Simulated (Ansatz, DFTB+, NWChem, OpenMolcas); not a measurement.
# Strength of the C–O bond: CH4O → CH3 + OH

Gas-phase species: CH4O (methanol) `CO`, singlet; CH3 (methyl radical) `[CH3]`, doublet; OH, doublet. 

Shapes, held fixed at every level: PBE0-D4/def2-TZVP. Programs: Ansatz 0.2.0, DFTB+ 25.1, NWChem 7.3.0, OpenMolcas 26.06. A level may come from different programs for different species; with the same settings they agree closely. The zero-point and thermal change to 298 K, harmonic and unscaled (PBE0-D4/def2-TZVP), is -26.4 kJ/mol.

| level | kind | ΔH(298 K) (kJ/mol) | less CCSD(T)/CBS estimate |
| --- | --- | --- | --- |
| DFTB2-D4 | semi-empirical | +469.1 | +82.7 |
| HF/def2-SVP | Hartree–Fock | +226.5 | -159.9 |
| B3LYP/6-31G* (spherical functions) | global hybrid | +375.4 | -11.0 |
| B3LYP-D4/def2-TZVPP | global hybrid | +367.8 | -18.6 |
| PBE0-D4/def2-TZVPP | global hybrid | +376.5 | -9.9 |
| wB97M-V/def2-TZVPP | range-separated hybrid | +385.5 | -0.9 |
| wB97X-V/def2-TZVPP | range-separated hybrid | +385.6 | -0.8 |
| CCSD(T)/def2-TZVPP | coupled cluster or CI | +372.9 | -13.5 |
| CCSD(T)/CBS estimate | coupled cluster or CI | +386.4 | 0.0 |

The highest level, CCSD(T)/CBS estimate, gives ΔH(298 K) = +386.4 kJ/mol; the levels span +226.5 to +469.1. DFTB2-D4 strays far from the other rows. The column of differences is taken from that level and isn't an error. Hartree–Fock misses the correlation of the pair that is broken and comes out low. No measured value is set beside it here. Open shells run unrestricted. The CBS estimate extrapolates MP2 from def2-TZVPP and def2-QZVPP and adds CCSD(T) − MP2 in the triple-zeta set, cores frozen.
